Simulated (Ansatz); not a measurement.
A nudged elastic band was laid between two geometries of BH₃O (5 atoms, charge 0, multiplicity 1).

All numbers below come from RKS PBE-D4/cc-pVDZ in Ansatz.

```yaml
movable_images: 7
climbing_image: yes
spring: 5.0 eV/Å²
optimiser: quadratic models (default)
start_path: through a guess of the saddle point
force_threshold: 0.03 eV/Å
iteration_limit: 60
end_points: relaxed
```

Image 0:

```xyz
5
Properties=species:S:1:pos:R:3
B 0.362 -0.015 0.072
O 0.588 -0.117 1.411
H -0.242 -0.210 1.917
H 1.358 0.103 -0.616
H -0.768 -0.043 -0.387
```

Image 8:

```xyz
5
Properties=species:S:1:pos:R:3
B -0.045 0.021 -0.627
O 0.639 -0.060 0.798
H 0.337 -0.163 1.767
H 1.612 0.001 0.739
H -1.245 -0.081 -0.281
```

Question: What changes between the two ends?

Answer: Bonds broken: B1–H4. Bonds formed: O2–H4.

Question: Give the energies along the band, and the barrier.

Answer: It converged. The highest image is number 6 of 0 to 8, 4.86 eV above the first end and 0.16 eV above the last; the last end lies 4.70 eV above the first. Neighbouring images differ by up to 1.5 eV, so the band resolves the path poorly. A vibrational analysis at the climbing image gives one clearly imaginary mode, 897i cm⁻¹: a first-order saddle point. The orbitals stay closed-shell, which can raise the energy where a bond breaks towards radicals; this wasn't checked here.

| image | path coordinate (Å) | energy (eV) | B1–H4 (Å) | O2–H4 (Å) |
| --- | --- | --- | --- | --- |
| 0 | 0.00 | 0.00 | 1.22 | 2.18 |
| 1 | 0.28 | 0.18 | 1.21 | 2.07 |
| 2 | 0.56 | 0.72 | 1.21 | 1.94 |
| 3 | 0.85 | 1.69 | 1.22 | 1.75 |
| 4 | 1.13 | 3.16 | 1.27 | 1.51 |
| 5 | 1.41 | 4.47 | 1.41 | 1.26 |
| 6 | 1.69 | 4.86 | 1.64 | 1.05 |
| 7 | 2.02 | 4.75 | 1.99 | 0.98 |
| 8 | 2.35 | 4.70 | 2.15 | 0.98 |

Question: What is the geometry of the highest image?

Answer: 
```xyz
5
Properties=species:S:1:pos:R:3:forces:R:3
B 0.087 0.027 -0.501 0.00 0.00 0.00
O 0.684 -0.431 0.975 0.01 0.00 0.00
H 0.277 -0.044 1.798 0.00 0.00 0.00
H 1.396 0.164 0.476 -0.01 0.00 0.00
H -1.146 0.002 -0.351 0.00 0.00 0.00
```

The run took 61 s on 1 thread of Arm Neoverse V2, with other jobs on the host, peak memory 0.083 GiB.
